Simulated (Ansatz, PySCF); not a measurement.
System: C₂H₅N, charge 0, multiplicity 1. SMILES: C1CN1
Geometry from a B3LYP-D3(BJ)/def2-TZVP (Ansatz, a program for electronic structure) optimisation:
```xyz
8

C     -0.0266    -0.3964     0.7404
N     -0.0403     0.8719     0.0001
C     -0.0474    -0.3972    -0.7389
H      0.8868     1.2834    -0.0132
H     -0.9333    -0.6098     1.2927
H     -0.9693    -0.6112    -1.2653
H      0.8882    -0.7010     1.2359
H      0.8531    -0.7023    -1.2597
```

Wanted: atomisation energy, in kcal/mol. Conventions: open shells spin-unrestricted; 6-311+G** with 5d; spin-orbit terms left out; dispersion terms only where a functional's name holds one; atomisation electronic, to ground-state atoms; non-relativistic; valence correlation only. Basis-set limits of correlation are two-point, X^-3; Hartree-Fock from the larger set. [CCSD(T)-MP2]/basis is that difference in the basis named. Ab initio and DFT rows: single points at B3LYP-D3(BJ) geometries (Ansatz).

```json
[
 {"species": "C1CN1", "coefficient": "-1", "E at B3LYP/6-311+G** (Ansatz), Eh": "-133.96345", "E at M06-2X/def2-TZVPD (PySCF), Eh": "-133.91284"},
 {"species": "C atom", "coefficient": "+2", "E at B3LYP/6-311+G** (Ansatz), Eh": "-37.85727", "E at M06-2X/def2-TZVPD (PySCF), Eh": "-37.84258"},
 {"species": "H atom", "coefficient": "+5", "E at B3LYP/6-311+G** (Ansatz), Eh": "-0.50216", "E at M06-2X/def2-TZVPD (PySCF), Eh": "-0.49815"},
 {"species": "N atom", "coefficient": "+1", "E at B3LYP/6-311+G** (Ansatz), Eh": "-54.60072", "E at M06-2X/def2-TZVPD (PySCF), Eh": "-54.58717"}
]
```

Coupled cluster (Ansatz) is a level with limits of its own, used here on species with T1 under 0.025 (0.045 for open shells) and stable references: RI-MP2/CBS(cc-pVTZ,cc-pVQZ)+[CCSD(T)-MP2]/cc-pVTZ. Value to compare with, RI-MP2/CBS(cc-pVTZ,cc-pVQZ)+[CCSD(T)-MP2]/cc-pVTZ (Ansatz): 719.2 kcal/mol. 1 Eh = 627.5095 kcal/mol.

Compute it at each level from the table, and compare with RI-MP2/CBS(cc-pVTZ,cc-pVQZ)+[CCSD(T)-MP2]/cc-pVTZ (Ansatz).


- B3LYP/6-311+G**: the sum of coefficient times E is 1.13739 Eh, or 713.72 kcal/mol. Result: 713.7 kcal/mol. Its difference against RI-MP2/CBS(cc-pVTZ,cc-pVQZ)+[CCSD(T)-MP2]/cc-pVTZ (Ansatz) is -5.5 kcal/mol.
- M06-2X/def2-TZVPD: the sum of coefficient times E is 1.14976 Eh, or 721.49 kcal/mol. Result: 721.5 kcal/mol. Its difference against RI-MP2/CBS(cc-pVTZ,cc-pVQZ)+[CCSD(T)-MP2]/cc-pVTZ (Ansatz) is 2.3 kcal/mol.
